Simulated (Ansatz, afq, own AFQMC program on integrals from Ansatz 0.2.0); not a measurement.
**CH₃+ (singlet): AFQMC on the coupled-cluster ladder at distance C1–H4 = 0.983 Å, cc-pVDZ**

One table from this session's results is given with a row withheld; the runs are named, their logs left out.

Computed with Ansatz 0.2.0, Gaussian basis, and an in-house AFQMC program (afq) on its integrals; all values are calculated. Level: cc-pVDZ, frozen cores.

Plan: Full CI; PBE (unrestricted); r2SCAN (unrestricted); PBE0 (unrestricted); B3LYP (unrestricted); wB97M-V (unrestricted); B2PLYP (unrestricted); CCSD(T) on RHF; Full CI; CCSDT(Q) on RHF; CCSDTQ on RHF; Phaseless AFQMC, CISD trial on RHF; Phaseless AFQMC, single-determinant trial on RHF; Free-projection AFQMC, CISD trial on RHF; Phaseless AFQMC, single-determinant trial on RHF; UHF.

1 further run of the same task is left out (it didn't finish).

### The system

The geometry derives from a PBE0/def2-TZVP stationary point (not a proven minimum). One bond is set to the value named and the two fragments are kept rigid.

4 atoms, charge 1, spin multiplicity 1.

Atoms are counted from 1 here; the program's logs count them from 0.

Bond lengths: C1–H2 1.093 Å, C1–H3 1.093 Å, C1–H4 0.983 Å. Angles: H2–C1–H3 120.0°, H2–C1–H4 120.0°, H3–C1–H4 120.0°.

The first run:

in.yaml

```yaml
crystal:
  periodic: [false, false, false]
  atoms:
    - {symbol: C, position_ang: [-0.003614, -0.006447, 0.000021]}
    - {symbol: H, position_ang: [1.089538, 0.007450, -0.000213]}
    - {symbol: H, position_ang: [-0.562225, 0.933297, -0.002782]}
    - {symbol: H, position_ang: [-0.484252, -0.863925, 0.002750]}
basis:
  gaussian: {orbitals: cc-pVDZ}
total_charge: 1
correlation: {method: fci, electrons: outside_noble_gas}
```

The run is started by

```console
> ansatz run in.yaml --threads 1 --pin off --events-out ev --progress --plain --max-ram 16896MiB --backend cuda --devices 0, --max-vram 18GiB
```

Among the steps run: Full CI; PBE (unrestricted); r2SCAN (unrestricted); PBE0 (unrestricted); B3LYP (unrestricted); wB97M-V (unrestricted); B2PLYP (unrestricted); CCSD(T) on RHF; CCSDT(Q) on RHF; CCSDTQ on RHF; Phaseless AFQMC, CISD trial on RHF; Phaseless AFQMC, single-determinant trial on RHF; Free-projection AFQMC, CISD trial on RHF; Phaseless AFQMC, single-determinant trial on RHF (settings varied); UHF.

One of the session's tables, all rows but one given; the rest of the session is left out.

On the RHF determinant, counted from full CI (exact for this spin and basis):

| level | from full CI (kJ/mol) |
| --- | --- |
| HF | +340.2 |
| MP2 | +66.5 |
| CCSD | +5.6 |
| CCSD(T) | +1.0 |
| CCSDT(Q) | 0.0 |
| CCSDTQ | 0.0 |
| full CI | 0.0 |
| Phaseless AFQMC, CISD trial, step 0.005, 4000 walkers | 0.0 |
| Phaseless AFQMC, single-determinant trial, step 0.005, 4000 walkers | -1.3 |
| Free-projection AFQMC, CISD trial, step 0.03, 4000 walkers | ? |

Q: Estimate the row for Free-projection AFQMC, CISD trial, step 0.03, 4000 walkers from the others.

**Answer.** from full CI (kJ/mol): -0.1. In the column «from full CI (kJ/mol)» it lies between Phaseless AFQMC, single-determinant trial, step 0.005, 4000 walkers (-1.3) and CCSDT(Q) (0.0).

The functionals' totals stand on their own zeros and serve differences with other points: PBE -1071.942 eV; r2SCAN -1072.987 eV; PBE0 -1072.369 eV; B3LYP -1073.955 eV; wB97M-V -1073.067 eV; B2PLYP -1072.648 eV.

Limits of these values: On the RHF determinant, counted from full CI (exact for this spin and basis): On RHF the phaseless walk with the CISD trial lies 0.0 kJ/mol from full CI, within three error bars. Error bars are statistical and leave out the constraint, the time step and what remains of the start.
